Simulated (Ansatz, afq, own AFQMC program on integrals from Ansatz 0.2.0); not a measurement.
**Al2H4 (singlet): quantum Monte Carlo beside coupled cluster at distance Al1–Al2 = 2.617 Å, 6-31G**

How near does AFQMC come to the top of the ladder for Al2H4 (singlet)?

Computed with Ansatz 0.2.0, Gaussian basis, and an in-house AFQMC program (afq) on its integrals; all values are calculated. Level: 6-31G, frozen cores.

To be run: PBE (unrestricted); r2SCAN (unrestricted); PBE0 (unrestricted); B3LYP (unrestricted); wB97M-V (unrestricted); B2PLYP (unrestricted); CCSD(T) on RHF; CCSDT(Q) on RHF; CCSDTQ on RHF; Phaseless AFQMC, single-determinant trial on RHF; Free-projection AFQMC, CISD trial on RHF; UHF.

8 further runs of the same task are left out: 8 that didn't finish.

## Step 1: The geometry

The geometry derives from a PBE0/def2-TZVP stationary point (not a proven minimum). One bond is set to the value named and the two fragments are kept rigid.

6 atoms, charge 0, spin multiplicity 1.

Atoms are counted from 1 here; the program's logs count them from 0.

Bond lengths: Al1–Al2 2.617 Å, Al1–H3 1.595 Å, Al1–H4 1.595 Å, Al2–H5 1.595 Å, Al2–H6 1.595 Å. Angles: Al2–Al1–H3 121.9°, Al2–Al1–H4 121.9°, H3–Al1–H4 116.1°, Al1–Al2–H5 121.9°, Al1–Al2–H6 121.9°, H5–Al2–H6 116.1°.

## Step 2: PBE (unrestricted)

The input, in.yaml:

```yaml
crystal:
  periodic: [false, false, false]
  atoms:
    - {symbol: Al, position_ang: [0.000000, 0.000000, 1.308589]}
    - {symbol: Al, position_ang: [0.000000, 0.000000, -1.308589]}
    - {symbol: H, position_ang: [0.000000, 1.353331, 2.152404]}
    - {symbol: H, position_ang: [0.000000, -1.353331, 2.152404]}
    - {symbol: H, position_ang: [0.000000, 1.353331, -2.152404]}
    - {symbol: H, position_ang: [0.000000, -1.353331, -2.152404]}
basis:
  gaussian: {orbitals: 6-31G}
magnetization: {spin_polarized: true, initial_magnetization: 0}
hamiltonian: {xc: {name: PBE}}
output: {orbitals: {seedname: orbitals}}
```

The run is started by

```
ansatz run in.yaml --threads 1 --pin off --events-out ev --progress --plain --max-ram 1382MiB
```

Log:

```text
Functional definition: PBE
  name "PBE"
  cite "Perdew, Burke & Ernzerhof, Phys. Rev. Lett. 77, 3865 (1996) doi:10.1103/PhysRevLett.77.3865"
  parent pbe
  parameter kappa = 0.804
  parameter beta = 0.06672455060314922
  exchange = pbe_x(kappa = kappa, mu = beta*pi^2/3)
  correlation = pbe_c(beta = beta)
404 factors; integrals over basis functions are off by at most 1.5e-4 eV
mean field evaluation 1: about -13247.0678 eV, gradient 1.1e1 eV
mean field evaluation 2: about -13247.6240 eV, gradient 6.8e0 eV
mean field evaluation 4: about -13248.0923 eV, gradient 3.5e-2 eV
mean field evaluation 8: about -13248.0819 eV, gradient 7.6e-4 eV
mean field -13248.08186513 eV, -486.8580286710 hartree, gradient 3.2e-6 eV, S^2 0.000000; 0 other end points of the search recorded, 0 dependent functions left out
reference -13248.08191798 eV, -486.8580306133 hartree; 15, 15 occupied and 19, 19 virtual orbitals, 404 factors
Total energy: -13248.08191798 eV, -486.8580306133 hartree
```

It took 1.8 s on 1 thread of Arm Neoverse N1, shared host.

From the report: ⟨S²⟩ of the determinant 0.000 (pure singlet: 0.00).

## Step 3: r2SCAN (unrestricted)

in.yaml: that of step 2 with these lines changed.

```diff
@@ -12,3 +12,2 @@
 magnetization: {spin_polarized: true, initial_magnetization: 0}
-hamiltonian: {xc: {name: PBE}}
-output: {orbitals: {seedname: orbitals}}
+hamiltonian: {xc: {name: r2SCAN}}
```

Launched as before.

Log:

```text
Functional definition: r2SCAN
  name "r2SCAN"
  cite "Furness, Kaplan, Ning, Perdew & Sun, J. Phys. Chem. Lett. 11, 8208 (2020) doi:10.1021/acs.jpclett.0c02405"
  cite "Furness, Kaplan, Ning, Perdew & Sun, J. Phys. Chem. Lett. 11, 9248 (2020) doi:10.1021/acs.jpclett.0c03077"
  parent r2scan
  parameter k0 = 0.174
  parameter k1 = 0.065
  parameter a1 = 4.9479
  exchange = r2scan_x(k0 = k0, k1 = k1, a1 = a1)
  correlation = r2scan_c
404 factors; integrals over basis functions are off by at most 1.5e-4 eV
mean field evaluation 1: about -13253.5962 eV, gradient 8.6e0 eV
mean field evaluation 2: about -13254.0297 eV, gradient 4.7e0 eV
mean field evaluation 4: about -13254.2503 eV, gradient 1.5e-2 eV
mean field evaluation 8: about -13254.2390 eV, gradient 5.1e-4 eV
mean field -13254.23897399 eV, -487.0842982484 hartree, gradient 7.1e-5 eV, S^2 0.000000; 0 other end points of the search recorded, 0 dependent functions left out
reference -13254.23899368 eV, -487.0842989719 hartree; 15, 15 occupied and 19, 19 virtual orbitals, 404 factors
Total energy: -13254.23899368 eV, -487.0842989719 hartree
```

Wall time 4 s (1 thread of Arm Neoverse N1, shared host).

From the report: ⟨S²⟩ of the determinant 0.000 (pure singlet: 0.00).

## Step 4: PBE0 (unrestricted)

in.yaml: that of step 3 with these lines changed.

```diff
@@ -12,2 +12,3 @@
 magnetization: {spin_polarized: true, initial_magnetization: 0}
-hamiltonian: {xc: {name: r2SCAN}}
+hamiltonian: {xc: {name: PBE0}}
+output: {orbitals: {seedname: orbitals}}
```

The command is unchanged.

Log:

```text
Functional definition: PBE0
  name "PBE0"
  cite "Adamo & Barone, J. Chem. Phys. 110, 6158 (1999) doi:10.1063/1.478522"
  cite "Perdew, Burke & Ernzerhof, Phys. Rev. Lett. 77, 3865 (1996) doi:10.1103/PhysRevLett.77.3865"
  parent pbe
  parameter a = 0.25
  parameter kappa = 0.804
  parameter beta = 0.06672455060314922
  exchange = (1 - a)*pbe_x(kappa = kappa, mu = beta*pi^2/3) + a*exact_x
  correlation = pbe_c(beta = beta)
404 factors; integrals over basis functions are off by at most 1.5e-4 eV
mean field evaluation 1: about -13249.0064 eV, gradient 7.2e0 eV
mean field evaluation 2: about -13249.3857 eV, gradient 2.8e0 eV
mean field evaluation 4: about -13249.4630 eV, gradient 4.0e-1 eV
mean field evaluation 8: about -13249.5025 eV, gradient 2.8e-3 eV
mean field -13249.50249944 eV, -486.9102360191 hartree, gradient 1.4e-5 eV, S^2 0.000000; 0 other end points of the search recorded, 0 dependent functions left out
reference -13249.50253773 eV, -486.9102374264 hartree; 15, 15 occupied and 19, 19 virtual orbitals, 404 factors
Total energy: -13249.50253773 eV, -486.9102374264 hartree
```

Run time: 2.2 s. Hardware: 1 thread of Arm Neoverse N1, shared host.

From the report: ⟨S²⟩ of the determinant 0.000 (pure singlet: 0.00).

## Step 5: B3LYP (unrestricted)

in.yaml: that of step 4 with these lines changed.

```diff
@@ -12,3 +12,2 @@
 magnetization: {spin_polarized: true, initial_magnetization: 0}
-hamiltonian: {xc: {name: PBE0}}
-output: {orbitals: {seedname: orbitals}}
+hamiltonian: {xc: {name: B3LYP}}
```

The command is unchanged.

Log, cut to the lines that bear on the results:

```text
Functional definition: B3LYP
  name "B3LYP"
  cite "Stephens, Devlin, Chabalowski & Frisch, J. Phys. Chem. 98, 11623 (1994) doi:10.1021/j100096a001"
  cite "Becke, Phys. Rev. A 38, 3098 (1988) doi:10.1103/PhysRevA.38.3098"
  cite "Lee, Yang & Parr, Phys. Rev. B 37, 785 (1988) doi:10.1103/PhysRevB.37.785"
  cite "Vosko, Wilk & Nusair, Can. J. Phys. 58, 1200 (1980) doi:10.1139/p80-159"
[...]
404 factors; integrals over basis functions are off by at most 1.5e-4 eV
[...]
mean field -13257.27057129 eV, -487.1957073941 hartree, gradient 1.0e-5 eV, S^2 0.000000; 0 other end points of the search recorded, 0 dependent functions left out
reference -13257.27085242 eV, -487.1957177255 hartree; 15, 15 occupied and 19, 19 virtual orbitals, 404 factors
Total energy: -13257.27085242 eV, -487.1957177255 hartree
```

Run time: 2.2 s. Hardware: 1 thread of Arm Neoverse N1, shared host.

From the report: ⟨S²⟩ of the determinant 0.000 (pure singlet: 0.00).

## Step 6: wB97M-V (unrestricted)

in.yaml: that of step 5 with these lines changed.

```diff
@@ -12,2 +12,3 @@
 magnetization: {spin_polarized: true, initial_magnetization: 0}
-hamiltonian: {xc: {name: B3LYP}}
+hamiltonian: {xc: {name: wB97M-V}}
+output: {orbitals: {seedname: orbitals}}
```

Launched as before.

Log, cut to the lines that bear on the results:

```text
Functional definition: wB97M-V
  name "wB97M-V"
  cite "Mardirossian & Head-Gordon, J. Chem. Phys. 144, 214110 (2016) doi:10.1063/1.4952647"
  cite "Becke, J. Chem. Phys. 107, 8554 (1997) doi:10.1063/1.475007"
  cite "Vydrov & Van Voorhis, J. Chem. Phys. 133, 244103 (2010) doi:10.1063/1.3521275"
  # Of w^i u^j: cxij and so on, Table III.
[...]
  gx(w, u) = 1 - cx + cx01*u + cx10*w
  gss(w, u) = css00 + css04*u^4 + css10*w + css20*w^2 + css43*w^4*u^3
  gos(w, u) = cos00 + cos10*w + (cos20 + cos21*u)*w^2 + (cos60 + cos61*u)*w^6
[...]
      + integral(e_c_pw_mod_opposite_spin*gos(b97_w_opposite, b97_u_opposite)) + vv10(b, c)
404 factors; integrals over basis functions are off by at most 1.5e-4 eV
190 factors; integrals over basis functions are off by at most 4.2e-6 eV
[...]
mean field -13254.52782273 eV, -487.0949132436 hartree, gradient 1.5e-5 eV, S^2 0.000000; 0 other end points of the search recorded, 0 dependent functions left out
reference -13254.52788422 eV, -487.0949155035 hartree; 15, 15 occupied and 19, 19 virtual orbitals, 404 factors
Total energy: -13254.52788422 eV, -487.0949155035 hartree
```

Wall time 12 s (1 thread of Arm Neoverse N1, shared host).

From the report: ⟨S²⟩ of the determinant 0.000 (pure singlet: 0.00).

## Step 7: B2PLYP (unrestricted)

in.yaml: that of step 6 with these lines changed.

```diff
@@ -12,3 +12,3 @@
 magnetization: {spin_polarized: true, initial_magnetization: 0}
-hamiltonian: {xc: {name: wB97M-V}}
-output: {orbitals: {seedname: orbitals}}
+hamiltonian: {xc: {name: B2PLYP}}
+correlation: {electrons: outside_noble_gas}
```

The command is unchanged.

Log, cut to the lines that bear on the results:

```text
Functional definition: B2PLYP
  name "B2PLYP"
  cite "Grimme, J. Chem. Phys. 124, 034108 (2006) doi:10.1063/1.2148954"
  cite "Becke, Phys. Rev. A 38, 3098 (1988) doi:10.1103/PhysRevA.38.3098"
  cite "Lee, Yang & Parr, Phys. Rev. B 37, 785 (1988) doi:10.1103/PhysRevB.37.785"
[...]
404 factors; integrals over basis functions are off by at most 1.5e-4 eV
[...]
mean field -13247.69877817 eV, -486.8439504851 hartree, gradient 1.6e-6 eV, S^2 0.000000; 0 other end points of the search recorded, 0 dependent functions left out
10 core orbitals not correlated: weight in the atoms' cores, before any rotation towards them, 1.000 or more for the frozen orbitals, at most 0.000 for the correlated occupied ones
reference -13247.69895194 eV, -486.8439568709 hartree; 5, 5 occupied and 19, 19 virtual orbitals, 404 factors
second order -2.53123322 eV of doubles, -0.00000000 eV of singles
Total energy: -13248.38238491 eV, -486.8690725692 hartree
```

It took 2.1 s on 1 thread of Arm Neoverse N1, shared host.

From the report: ⟨S²⟩ of the determinant 0.000 (pure singlet: 0.00).

## Step 8: CCSD(T) on RHF

in.yaml: that of step 7 with these lines changed.

```diff
@@ -11,4 +11,3 @@
   gaussian: {orbitals: 6-31G}
-magnetization: {spin_polarized: true, initial_magnetization: 0}
-hamiltonian: {xc: {name: B2PLYP}}
-correlation: {electrons: outside_noble_gas}
+magnetization: {spin_polarized: false}
+correlation: {method: ccsd_t, electrons: outside_noble_gas, hamiltonian_folder: ham}
```

The command is unchanged.

Log, cut to the lines that bear on the results:

```text
Functional definition: HF
  name "HF"
  cite "Fock, Z. Phys. 61, 126 (1930) doi:10.1007/BF01340294"
  parent pbe
[...]
404 factors; integrals over basis functions are off by at most 1.5e-4 eV
[...]
mean field -13225.95632606 eV, -486.0449301075 hartree, gradient 2.2e-6 eV, S^2 0.000000; 0 other end points of the search recorded, 0 dependent functions left out
10 core orbitals not correlated: weight in the atoms' cores, before any rotation towards them, 1.000 or more for the frozen orbitals, at most 0.000 for the correlated occupied ones
reference -13225.95632606 eV, -486.0449301075 hartree; 5, 5 occupied and 19, 19 virtual orbitals, 404 factors
second order -1.94511403 eV of doubles, -0.00000000 eV of singles
cycle   1  -2.45927851 eV  change   -5.1e-1 eV  update   6.5e-2
[...]
cycle   9  -2.72630291 eV  change    4.8e-6 eV  update   3.8e-6
perturbative correction -0.04073514 eV, -0.0014969888 hartree
Total energy: -13228.72336411 eV, -486.1466168802 hartree
```

It took 0.54 s on 1 thread of Arm Neoverse N1, shared host.

From the report: correlation -2.7670 eV; T1 0.011; largest double amplitude 0.04.

This run also writes the integrals to the folder ham.

## Step 9: CCSDT(Q) on RHF

in.yaml: that of step 8 with these lines changed.

```diff
@@ -12,2 +12,2 @@
 magnetization: {spin_polarized: false}
-correlation: {method: ccsd_t, electrons: outside_noble_gas, hamiltonian_folder: ham}
+correlation: {method: ccsdt_q, electrons: outside_noble_gas}
```

The command is unchanged.

Log, cut to the lines that bear on the results:

```text
Functional definition: HF
  name "HF"
  cite "Fock, Z. Phys. 61, 126 (1930) doi:10.1007/BF01340294"
  parent pbe
[...]
735 factors; integrals over basis functions are off by at most 1.8e-7 eV
[...]
mean field -13225.95645734 eV, -486.0449349319 hartree, gradient 2.5e-6 eV, S^2 0.000000; 0 other end points of the search recorded, 0 dependent functions left out
10 core orbitals not correlated: weight in the atoms' cores, before any rotation towards them, 1.000 or more for the frozen orbitals, at most 0.000 for the correlated occupied ones
reference -13225.95645734 eV, -486.0449349319 hartree; 5, 5 occupied and 19, 19 virtual orbitals, 735 factors
second order -1.94514877 eV of doubles, -0.00000000 eV of singles
cycle   1  -2.45929604 eV  change   -5.1e-1 eV  update   6.8e-2
[...]
cycle  14  -2.78441496 eV  change   -1.3e-7 eV  update   1.8e-7
perturbative correction -0.00177897 eV, -0.0000653760 hartree
Total energy: -13228.74265127 eV, -486.1473256703 hartree
```

Run time: 2.5 s. Hardware: 1 thread of Arm Neoverse N1, shared host.

From the report: correlation -2.7862 eV; T1 0.011; largest double amplitude 0.04.

## Step 10: CCSDTQ on RHF

in.yaml: that of step 9 with these lines changed.

```diff
@@ -12,2 +12,2 @@
 magnetization: {spin_polarized: false}
-correlation: {method: ccsdt_q, electrons: outside_noble_gas}
+correlation: {method: ccsdtq, electrons: outside_noble_gas}
```

The command is unchanged.

Log, cut to the lines that bear on the results:

```text
Functional definition: HF
  name "HF"
  cite "Fock, Z. Phys. 61, 126 (1930) doi:10.1007/BF01340294"
  parent pbe
[...]
735 factors; integrals over basis functions are off by at most 1.8e-7 eV
[...]
mean field -13225.95645734 eV, -486.0449349319 hartree, gradient 2.5e-6 eV, S^2 0.000000; 0 other end points of the search recorded, 0 dependent functions left out
10 core orbitals not correlated: weight in the atoms' cores, before any rotation towards them, 1.000 or more for the frozen orbitals, at most 0.000 for the correlated occupied ones
reference -13225.95645734 eV, -486.0449349319 hartree; 5, 5 occupied and 19, 19 virtual orbitals, 735 factors
second order -1.94514877 eV of doubles, -0.00000000 eV of singles
cycle   1  -2.45929604 eV  change   -5.1e-1 eV  update   6.8e-2
[...]
cycle  14  -2.78692900 eV  change   -5.2e-7 eV  update   8.0e-7
Total energy: -13228.74338634 eV, -486.1473526837 hartree
```

Run time: 48 s. Hardware: 1 thread of Arm Neoverse N1, shared host; peak memory 0.31 GiB.

From the report: correlation -2.7869 eV; T1 0.011; largest double amplitude 0.04.

## Step 11: Phaseless AFQMC, single-determinant trial on RHF

It reads the integrals that the CCSD(T) run on this determinant wrote.

The run is started by

```
afq ham --method phaseless --trial hf --walkers 380 --populations 1 --least-time 40 --time-step 0.005 --steps-per-block 20 --equilibration-blocks 112 --max-blocks 600 --target-error 0.00114 --factor-cut 1e-05 --seed 8917 --taylor-order 6
```

Log:

```text
orbitals 24  electrons 5 5  factors 166 of 404
reference energy -486.04493011 Eh
CCSD correlation -0.10018954 Eh in 10 cycles, weight of the determinant in the CISD state 0.9162
energy of the start -486.044930 Eh
 block  time / (1/Eh)  mean weight  energy / Eh
     1     0.100  1.0004  -486.057637
     2     0.200  1.0008  -486.068633
     3     0.300  1.0004  -486.078487
     4     0.400  1.0002  -486.085414
     5     0.500  1.0006  -486.091966
     6     0.600  1.0007  -486.096773
     7     0.700  1.0000  -486.102336
     8     0.800  1.0000  -486.106219
     9     0.900  1.0001  -486.110140
    10     1.000  1.0003  -486.116133
    13     1.300  1.0000  -486.124343
    25     2.500  1.0000  -486.139013
    37     3.700  0.9999  -486.144788
    49     4.900  1.0005  -486.141539
    61     6.100  1.0004  -486.146901
    73     7.300  0.9998  -486.155014
    85     8.500  0.9999  -486.155203
    97     9.700  1.0005  -486.153004
   109    10.900  0.9995  -486.148776
   121    12.100  1.0001  -486.146580
   133    13.300  1.0001  -486.146246
   145    14.500  1.0002  -486.145805
   157    15.700  1.0003  -486.148325
   169    16.900  1.0003  -486.148242
   181    18.100  0.9996  -486.144616
   193    19.300  0.9995  -486.141971
   205    20.500  1.0002  -486.149273
   217    21.700  1.0000  -486.145058
   229    22.900  1.0000  -486.143001
   241    24.100  0.9999  -486.146368
   253    25.300  1.0005  -486.150898
   265    26.500  0.9999  -486.147520
   277    27.700  0.9998  -486.146329
   289    28.900  1.0001  -486.147643
   301    30.100  1.0000  -486.148934
   313    31.300  0.9998  -486.151688
   325    32.500  1.0006  -486.153375
   337    33.700  1.0004  -486.148752
   349    34.900  1.0001  -486.150759
   361    36.100  0.9998  -486.157844
   373    37.300  1.0003  -486.144771
   385    38.500  0.9995  -486.150227
   397    39.700  1.0003  -486.155043
   409    40.900  0.9999  -486.153715
   421    42.100  1.0003  -486.153689
   433    43.300  1.0004  -486.148148
   445    44.500  0.9998  -486.138674
   457    45.700  0.9997  -486.141110
   469    46.900  0.9993  -486.146428
   481    48.100  1.0001  -486.145159
   493    49.300  0.9998  -486.148855
   505    50.500  0.9998  -486.141472
blocks merged  error / Eh  count
     1  0.000208  400
     2  0.000272  200
     4  0.000360  100
     8  0.000448  50
    16  0.000564  25
    32  0.000558  12
energy -486.147894 +/- 0.000564 Eh
```

Run time: 5.2 min. Hardware: 1 thread of Arm Neoverse N1, shared host.

Energy -13228.7581 ± 0.0153 eV. The run doesn't count as converged. Caveats: constraint bias not in the error; error not settled.

## Step 12: Free-projection AFQMC, CISD trial on RHF

It reads the integrals that the CCSD(T) run on this determinant wrote.

The run is started by

```
afq ham --method free --trial cisd --walkers 190 --time-step 0.03 --max-blocks 80 --target-error 0.00038 --factor-cut 1e-05 --seed 2692 --times 0,0.21,0.42,0.81,1.2,1.8,2.4,3 --taylor-order 8
```

Log:

```text
orbitals 24  electrons 5 5  factors 166 of 404
reference energy -486.04493011 Eh
CCSD correlation -0.10018954 Eh in 10 cycles, weight of the determinant in the CISD state 0.9162
repeat  energy at the last time / Eh  error
    10  -486.147436  0.000153
    20  -486.147312  0.000093
    30  -486.147307  0.000078
time / (1/Eh)  energy / Eh  error  mean overlap
  0.00  -486.145287  0.000078  1.0928
  0.21  -486.145808  0.000072  1.0916
  0.42  -486.146203  0.000069  1.0924
  0.81  -486.146587  0.000065  1.0944
  1.20  -486.146860  0.000072  1.0950
  1.80  -486.147137  0.000063  1.0883
  2.40  -486.147177  0.000055  1.0897
  3.00  -486.147319  0.000077  1.0898
energy -486.147319 +/- 0.000077 Eh
```

Run time: 92 s. Hardware: 1 thread of Arm Neoverse N1, shared host.

Energy -13228.7425 ± 0.0021 eV. Caveats: remainder of the start not in the error.

## Step 13: UHF

in.yaml: that of step 10 with these lines changed.

```diff
@@ -11,3 +11,4 @@
   gaussian: {orbitals: 6-31G}
-magnetization: {spin_polarized: false}
-correlation: {method: ccsdtq, electrons: outside_noble_gas}
+magnetization: {spin_polarized: true, initial_magnetization: 0}
+hamiltonian: {xc: hf}
+output: {orbitals: {seedname: orbitals}}
```

The run is started by

```
ansatz run in.yaml --threads 1 --pin off --events-out ev --progress --plain --max-ram 1382MiB
```

Log:

```text
Functional definition: HF
  name "HF"
  cite "Fock, Z. Phys. 61, 126 (1930) doi:10.1007/BF01340294"
  parent pbe
  exchange = exact_x
  correlation = 0
404 factors; integrals over basis functions are off by at most 1.5e-4 eV
mean field evaluation 1: about -13225.3617 eV, gradient 6.3e0 eV
mean field evaluation 2: about -13225.3646 eV, gradient 6.3e0 eV
mean field evaluation 4: about -13225.9556 eV, gradient 2.4e-1 eV
mean field evaluation 8: about -13225.9563 eV, gradient 6.7e-4 eV
mean field -13225.95632606 eV, -486.0449301075 hartree, gradient 1.1e-5 eV, S^2 0.000000; 0 other end points of the search recorded, 0 dependent functions left out
reference -13225.95632606 eV, -486.0449301075 hartree; 15, 15 occupied and 19, 19 virtual orbitals, 404 factors
Total energy: -13225.95632606 eV, -486.0449301075 hartree
```

Run time: 0.45 s. Hardware: 1 thread of Arm Neoverse N1, shared host.

From the report: ⟨S²⟩ of the determinant 0.000 (pure singlet: 0.00).

## Step 14: All levels side by side

On the RHF determinant, counted from CCSDTQ (a yardstick, not exact):

```tsv
level	energy (eV)	from CCSDTQ (meV)	statistical error (meV)	time
HF	-13225.9563	+2787.1		
MP2	-13227.9014	+841.9		
CCSD	-13228.6826	+60.8		
CCSD(T)	-13228.7234	+20.0		
CCSDT(Q)	-13228.7427	+0.7		
CCSDTQ	-13228.7434	0.0		
Free-projection AFQMC, CISD trial, step 0.03, 190 walkers	-13228.7425	+0.9	2.1	92 s
```

The functionals' totals stand on their own zeros and serve differences with other points: PBE -13248.082 eV; r2SCAN -13254.239 eV; PBE0 -13249.503 eV; B3LYP -13257.271 eV; wB97M-V -13254.528 eV; B2PLYP -13248.382 eV.

## Step 15: Summary of results

| quantity | value |
| --- | --- |
| CCSD(T) on RHF from CCSDTQ | +20.0 meV |
| Free-projection AFQMC, CISD trial on RHF from CCSDTQ | +0.9 ± 2.1 meV |

Free projection has no constraint; at the last time it gives +0.9 ± 2.1 meV. Error bars are statistical and leave out the constraint, the time step and what remains of the start.
